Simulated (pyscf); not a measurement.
`[AsH][InH2]` [doublet] → `[AsH2][InH]` [doublet], a hydrogen shift (doublet surface; H–In broken, As–H formed). Structures and frequencies: ωB97X-D3(BJ)/def2-SVP in PySCF. MP2 and CC: frozen core, UHF for open shells. ΔMP2 is the change of the MP2 total energy from the triple- to the quadruple-zeta basis. Energies in kcal/mol from the reactant's lowest minimum found.

Small-basis levels: PySCF, no dispersion term, spherical d functions. AM1 to PM7: differences of heats of formation from MOPAC. GFN2-xTB: tblite. Open shells are spin-unrestricted. 

| level | barrier | reaction energy |
|---|---|---|
| SVWN5/6-31G*+LANL2DZ | 25.9 | -8.5 |
| BP86/6-31G*+LANL2DZ | ? | -5.7 |
| PBE/6-31G*+LANL2DZ | ? | -6.8 |
| B3LYP/6-311+G**+LANL2DZ | 34.7 | -5.1 |
| PBE/def2-SVP | 23.6 | -10.5 |
| GFN2-xTB | 26.0 | -13.9 |
| PM6 | 24.0 | -44.8 |
| CCSD(T)/def2-TZVPP + ΔMP2(QZVPP) | ? | -6.8 |

### Question
Fill in the missing entries.

### Answer

- BP86/6-31G*+LANL2DZ, barrier: 30.3
- PBE/6-31G*+LANL2DZ, barrier: 29.4
- CCSD(T)/def2-TZVPP + ΔMP2(QZVPP), barrier: 29.7

Against the last row the barrier runs from -6.1 (PBE/def2-SVP) to +5.0 kcal/mol (B3LYP/6-311+G**+LANL2DZ). CCSD(T)/def2-TZVPP + ΔMP2(QZVPP) has limits of its own. One saddle was located; it need not be the lowest between these sides. The CCSD(T) − MP2 part came from Ansatz, without density fitting, on the same reference. The frozen core leaves the outer d or s,p core shells of the metals and heavy elements correlated in the MP2 and CC values, and def2-TZVPP describes them poorly, which can shift differences by a few kcal/mol. In the def2 sets elements up to Kr have no core potential. Elements past Kr carry the def2 core potentials, without spin-orbit coupling.
